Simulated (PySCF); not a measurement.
Isomers of C4H5N, mass 67.042 u with the commonest isotopes. Level of theory: PBE0-D3(BJ)/def2-SVP geometry optimisation, gas phase in PySCF. One conformer each, none proved a minimum here; rigid rotors.

Question: Order these by rotational constant B, smallest first.
A. `[CH:1]#[C:2][CH2:3][N:4]=[CH2:5]` with C2–C3–N4–C5 0°
B. `[C-:1]#[N+:2][CH2:3][CH:4]=[CH2:5]` with N2–C3–C4–C5 127° (cis allyl isocyanide)
C. `[H]/[N:5]=[CH:4]\[CH2:3][C:2]#[CH:1]` with C2–C3–C4–N5 131°

Answer: C (2585 MHz), B (2761 MHz), A (3696 MHz).

Question: Order these by rotational constant C, largest first.
A. `[CH:1]#[C:2][CH2:3][N:4]=[CH2:5]` with C2–C3–N4–C5 0°
B. `[CH2:1]=[CH:2][CH2:3][C:4]#[N:5]` with C1–C2–C3–C4 -121°
C. `[H]/[N:5]=[CH:4]\[CH2:3][C:2]#[CH:1]` with C2–C3–C4–N5 131°
D. `[C-:1]#[N+:2][CH2:3][CH:4]=[CH2:5]` with N2–C3–C4–C5 127°

Answer: A (2900 MHz), D (2633 MHz), B (2513 MHz), C (2449 MHz).

Question: Order these by rotational constant A, largest first.
A. `[C-:1]#[N+:2][CH2:3][CH:4]=[CH2:5]` with N2–C3–C4–C5 127° (cis allyl isocyanide)
B. `[CH2:1]=[CH:2][CH2:3][C:4]#[N:5]` with C1–C2–C3–C4 -121°
C. `[CH:1]#[C:2][CH2:3][N:4]=[CH2:5]` with C2–C3–N4–C5 0°

Answer: A (20485 MHz), B (19081 MHz), C (12451 MHz).

```tsv
SMILES	point group	Ia (u·Å²)	Ib (u·Å²)	Ic (u·Å²)	κ	μa (D)	μb (D)	μc (D)
[C-]#[N+]CC=C	C1	24.67	183.04	191.98	-0.99	3.46	1.73	0.31
[H]/N=C\CC#C	C1	24.18	195.51	206.35	-0.99	1.34	1.49	0.15
C=CCC#N	C1	26.49	192.02	201.09	-0.99	3.40	1.72	0.13
C#CCN=C	Cs	40.59	136.73	174.24	-0.83	0.95	0.72	0.00
```
